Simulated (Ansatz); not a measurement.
Results of LDA in Ansatz (PAW) for InSe (R3m, No. 160).

Run with plane-wave cutoff 520 eV, 10×10×10 k mesh, Fermi–Dirac smearing 0.01 eV, scalar-relativistic PAW data made under PBE.

Computed at the level's own relaxed cell.

**Question.** Estimate the lattice constant a, c axis length, band gap and Γ–Γ gap that the calculation returns.

**Answer.** 
* **lattice constant a**: 3.973 Å
* **c axis length**: 24.397 Å
* **band gap**: 0.20 eV (on the SCF k mesh)
* **Γ–Γ gap**: 3.00 eV

Spin–orbit coupling is not included.

Ansatz is a quantum-chemistry and plane-wave program.
